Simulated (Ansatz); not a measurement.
`[OH][AlH][Cl]`, charge 0, multiplicity 1.

Q: Give a relaxed structure at PBE0-D4/def2-TZVP (the Gaussian-basis code of Ansatz). (Estimate.)

A: Ansatz gave: 
```xyz
5

O     0.0116   -0.8246    0.9897
Al   -0.3291    0.2282   -0.2794
Cl    1.2421    1.1294   -1.3340
H     0.8941   -1.0522    1.2781
H    -1.8187    0.5193   -0.6544
```
Point group Cs.
